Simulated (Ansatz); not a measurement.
## AlGe⁺, quintet: reading a ladder of total energies

Geometry: that of the AlGe, quartet, kept fixed. The triplet lies 1.9 eV lower here.

```xyz
2

Ge    0.0000    0.0000    0.0000
Al    0.0000    0.0000    2.4669
```

Basis cc-pVDZ; Ansatz 0.2.0. Correlated methods freeze the noble-gas cores and the filled d shells of p-block atoms, which leaves 6 electrons in 26 orbitals. Prefix R: restricted or restricted open-shell reference. No spin–orbit coupling is included, and no scalar relativity.

Full CI is exact within this basis and frozen core; it isn't the basis-set limit.

Runs differ by some tens of microhartree through their thresholds and, for an open shell, their frozen cores, so steps under 0.03 kcal/mol mean nothing.

| level | total energy (hartree) |
| --- | --- |
| RHF | -2316.912035 |
| RMP2 | -2316.978087 |
| RCCSD | -2316.996505 |
| RCCSD(T) | -2317.000933 |
| RCCSDT | -2317.002311 |
| RCCSDT(Q) | -2317.002581 |
| full CI | -2317.002599 |

What is the correlation energy at full CI, and what share of it do RMP2 and RCCSD(T) recover?

E(corr) = -2317.002599 − (-2316.912035) = -0.090564 hartree = -2.464 eV. RMP2: -0.066052 / -0.090564 = 72.93 %. RCCSD(T): -0.088898 / -0.090564 = 98.16 %.

By how many kcal/mol does RCCSD(T) miss full CI (1 hartree = 627.509 kcal/mol), and which steps make up the rest?

-2317.000933 − (-2317.002599) = 0.001666 hartree = 1.05 kcal/mol. Steps: RCCSDT − RCCSD(T) = -0.86, RCCSDT(Q) − RCCSDT = -0.17, full CI − RCCSDT(Q) = -0.01 kcal/mol. Differences between like states or geometries often cancel part of this.
